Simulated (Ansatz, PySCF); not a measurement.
nitrous oxide (N2O), SMILES [N+](#N)[O-].

Geometry optimised at PBE0-D3(BJ)/def2-TZVP.

Two levels are set side by side: PBE/def2-TZVPD (Ansatz, a quantum-chemistry and plane-wave program) and EOM-CCSD/aug-cc-pVDZ (PySCF). PBE by ΔSCF, the other level by its IP root; same geometry, the bases differ. Differences are taken from unrounded values.

| quantity | EOM-CCSD |
|---|---|
| vertical ionisation energy (eV) | 12.74 |

Task: What does PBE give, and how far is it from EOM-CCSD? (The exact figures need the calculation; the answer reports its results.)

Result: 
```tsv
quantity	PBE	PBE minus EOM-CCSD
vertical ionisation energy (eV)	12.91	0.18
```

On these quantities the two levels nearly agree.
